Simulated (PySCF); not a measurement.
**Atomic charges against the basis set**

Compound: C5H7F.
Cartesian coordinates in Å at the PBE0-D3(BJ)/def2-SVP level; atoms count from 1:
```
atom  x, y, z in Å
C1     2.437   -0.537    0.482
C2     1.315   -0.360    0.061
C3    -0.046   -0.133   -0.418
C4    -1.077   -0.961    0.350
C5    -0.367    1.359   -0.356
F6    -1.613    1.585   -0.882
H7     3.434   -0.699    0.848
H8    -0.084   -0.422   -1.484
H9    -0.882   -2.036    0.235
H10   -1.046   -0.719    1.423
H11   -2.085   -0.740   -0.030
H12   -0.353    1.708    0.691
H13    0.375    1.937   -0.931
```

PBE0 throughout (PySCF), one geometry, spherical d and f functions. Geometry: PBE0-D3(BJ)/def2-SVP, one conformer, isolated molecule. The first 7 of 11 kinds of atom are listed.

Mulliken charges (e):

| basis | functions | C1 | C2 | C3 | C4 | C5 | F6 | H7 |
| --- | --- | --- | --- | --- | --- | --- | --- | --- |
| STO-3G | 37 | -0.148 | -0.045 | -0.079 | -0.228 | -0.029 | -0.112 | +0.117 |
| 6-31G | 68 | -0.482 | +0.157 | -0.293 | -0.474 | +0.048 | -0.342 | +0.278 |
| pcSseg-0 | 68 | -0.312 | -0.042 | -0.544 | -0.561 | +0.075 | -0.385 | +0.280 |
| 6-31G* | 98 | -0.511 | +0.288 | -0.326 | -0.523 | +0.062 | -0.338 | +0.236 |
| cc-pVDZ | 119 | -0.435 | +0.388 | -0.254 | -0.033 | +0.254 | -0.238 | +0.008 |
| def2-SVP | 119 | -0.463 | +0.294 | -0.175 | -0.036 | +0.283 | -0.273 | +0.045 |
| aug-cc-pVDZ | 201 | +0.984 | -0.264 | -0.541 | +0.732 | +1.132 | -0.458 | -0.667 |
| 6-311+G(2d,p) | 204 | -1.136 | +0.898 | +0.121 | -0.578 | -0.122 | -0.266 | +0.159 |
| def2-TZVP | 228 | -0.157 | -0.089 | -0.080 | -0.369 | +0.022 | -0.225 | +0.177 |
| cc-pVTZ | 278 | -0.214 | -0.034 | -0.094 | -0.280 | +0.132 | -0.218 | +0.151 |
| IGLO-III | 280 | -0.183 | -0.055 | -0.094 | -0.380 | +0.007 | -0.268 | +0.150 |
| pcSseg-2 | 314 | -0.255 | +0.082 | -0.006 | -0.080 | +0.265 | -0.303 | +0.053 |

IAO charges (e):

```tsv
basis	functions	C1	C2	C3	C4	C5	F6	H7
STO-3G	37	-0.173	-0.041	-0.159	-0.385	-0.085	-0.138	+0.159
6-31G	68	-0.239	-0.037	-0.133	-0.429	+0.014	-0.306	+0.201
pcSseg-0	68	-0.226	-0.037	-0.154	-0.416	+0.020	-0.296	+0.193
6-31G*	98	-0.235	-0.038	-0.129	-0.409	+0.053	-0.313	+0.196
cc-pVDZ	119	-0.245	-0.034	-0.127	-0.408	+0.052	-0.315	+0.199
def2-SVP	119	-0.237	-0.032	-0.129	-0.398	+0.058	-0.317	+0.193
aug-cc-pVDZ	201	-0.255	-0.032	-0.128	-0.419	+0.050	-0.330	+0.205
6-311+G(2d,p)	204	-0.255	-0.031	-0.130	-0.421	+0.049	-0.331	+0.205
def2-TZVP	228	-0.255	-0.031	-0.130	-0.421	+0.053	-0.330	+0.205
cc-pVTZ	278	-0.254	-0.032	-0.130	-0.422	+0.052	-0.327	+0.205
IGLO-III	280	-0.256	-0.031	-0.131	-0.422	+0.050	-0.331	+0.206
pcSseg-2	314	-0.255	-0.031	-0.131	-0.421	+0.052	-0.330	+0.205
```

Problem. Which scheme is steadiest as the basis changes?

Solution. Largest range over the bases for any column: IAO 0.19 e, Mulliken 2.12 e. IAO charges move least and Mulliken charges most, counted in e. Without the minimal STO-3G basis the ranges are IAO 0.04, Mulliken 2.12 e.

Problem. How much do the charges still move between the two largest bases, IGLO-III and pcSseg-2?

Solution. At most, over all atoms: Mulliken 0.300 e, IAO 0.002 e.

Problem. What do the same runs give for the total energy, the frontier levels and the dipole moment?

Solution. 
```json
{"basis": "STO-3G", "energy (Eh)": "-290.3917", "HOMO (eV)": "-5.26", "LUMO (eV)": "5.10", "μ (D)": "0.35"}
{"basis": "6-31G", "energy (Eh)": "-294.1042", "HOMO (eV)": "-7.74", "LUMO (eV)": "1.45", "μ (D)": "1.38"}
{"basis": "pcSseg-0", "energy (Eh)": "-293.5161", "HOMO (eV)": "-8.08", "LUMO (eV)": "1.16", "μ (D)": "1.48"}
{"basis": "6-31G*", "energy (Eh)": "-294.1655", "HOMO (eV)": "-7.60", "LUMO (eV)": "1.46", "μ (D)": "1.04"}
{"basis": "cc-pVDZ", "energy (Eh)": "-294.1902", "HOMO (eV)": "-7.77", "LUMO (eV)": "1.20", "μ (D)": "1.00"}
{"basis": "def2-SVP", "energy (Eh)": "-293.9586", "HOMO (eV)": "-7.86", "LUMO (eV)": "1.13", "μ (D)": "1.07"}
{"basis": "aug-cc-pVDZ", "energy (Eh)": "-294.2112", "HOMO (eV)": "-7.94", "LUMO (eV)": "-0.04", "μ (D)": "1.08"}
{"basis": "6-311+G(2d,p)", "energy (Eh)": "-294.2651", "HOMO (eV)": "-7.96", "LUMO (eV)": "0.30", "μ (D)": "1.13"}
{"basis": "def2-TZVP", "energy (Eh)": "-294.2906", "HOMO (eV)": "-7.93", "LUMO (eV)": "0.83", "μ (D)": "1.05"}
{"basis": "cc-pVTZ", "energy (Eh)": "-294.2809", "HOMO (eV)": "-7.90", "LUMO (eV)": "0.92", "μ (D)": "1.01"}
{"basis": "IGLO-III", "energy (Eh)": "-294.2976", "HOMO (eV)": "-7.95", "LUMO (eV)": "0.61", "μ (D)": "1.07"}
{"basis": "pcSseg-2", "energy (Eh)": "-294.2914", "HOMO (eV)": "-7.96", "LUMO (eV)": "0.53", "μ (D)": "1.10"}
```

The dipole is fixed by the density alone, so its range of 1.13 D shows that the density itself changes with the basis, not only its division among atoms.
